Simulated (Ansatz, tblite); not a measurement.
**BCl2(NH2) (BCl2H2N): charged states by level of theory**

An exercise on one series of results from a longer session: the logs are not shown, and one member is left open.

Program: Ansatz 0.2.0, Gaussian basis. Level of theory: as each input shows. These are calculated values, not measurements.

Plan: charge +1 doublet, at the geometry of the singlet (PBE0-D4/def2-TZVP, PBE-D4/def2-TZVP, r2SCAN-D4/def2-TZVP, CCSD(T)/def2-TZVPP); charge +1 doublet, relaxed (PBE0-D4/def2-TZVP, PBE-D4/def2-TZVP); the starting singlet's energies come from earlier runs.

## The structure

The singlet was relaxed beforehand with PBE-D4/def2-TZVP.

6 atoms, charge 0, spin multiplicity 1.

Atoms are counted from 1 here; the program's logs count them from 0.

Bond lengths: B1–Cl2 1.771 Å, B1–Cl3 1.771 Å, B1–N4 1.394 Å, N4–H5 1.014 Å, N4–H6 1.014 Å. Angles: Cl2–B1–Cl3 119.6°, Cl2–B1–N4 120.2°, Cl3–B1–N4 120.2°, B1–N4–H5 122.4°, B1–N4–H6 122.4°, H5–N4–H6 115.3°.

Set-up of the first run:

Contents of in.yaml:

```yaml
crystal:
  periodic: [false, false, false]
  atoms:
    - {symbol: B, position_ang: [0.289543, 0.503360, 0.003611]}
    - {symbol: Cl, position_ang: [1.997381, 0.545712, 0.470503]}
    - {symbol: Cl, position_ang: [-0.529061, 2.005661, -0.454079]}
    - {symbol: N, position_ang: [-0.405629, -0.704656, -0.004276]}
    - {symbol: H, position_ang: [-1.382944, -0.766604, -0.266531]}
    - {symbol: H, position_ang: [0.030711, -1.583472, 0.250772]}
basis:
  gaussian: {orbitals: def2-SVP}
total_charge: 1
magnetization: {spin_polarized: true, initial_magnetization: 1}
hamiltonian: {xc: pbe0, dispersion: d4}
output: {orbitals: {seedname: orbitals}}
```

The run is started by

```console
> ansatz run in.yaml --threads 4 --pin off --events-out ev --progress --plain --max-ram 3916MiB
```

Among the steps run: Charge +1 doublet at the fixed geometry, first pass, PBE0-D4/def2-SVP; Charge +1 doublet at the fixed geometry, PBE0-D4/def2-TZVP; Charge +1 doublet at the fixed geometry, PBE-D4/def2-TZVP; Charge +1 doublet at the fixed geometry, r2SCAN-D4/def2-TZVP; Charge +1 doublet at the fixed geometry, CCSD(T)/def2-TZVPP.

One table of the session follows, with a row left open; its other results are not shown here.

It belongs to the step «Vertical ionisation energy». 

```
             method  vertical ionisation energy (eV)
      HF/def2-TZVPP                             9.86
   PBE-D4/def2-TZVP                            10.38
r2SCAN-D4/def2-TZVP                            10.54
  PBE0-D4/def2-TZVP                                ?
     MP2/def2-TZVPP                            11.26
    CCSD/def2-TZVPP                            10.95
 CCSD(T)/def2-TZVPP                            10.95
```

Q: Estimate the row for PBE0-D4/def2-TZVP from the others.

**Answer.** vertical ionisation energy (eV): 10.73. In the column «vertical ionisation energy (eV)» it lies between r2SCAN-D4/def2-TZVP (10.54) and CCSD/def2-TZVPP (10.95).
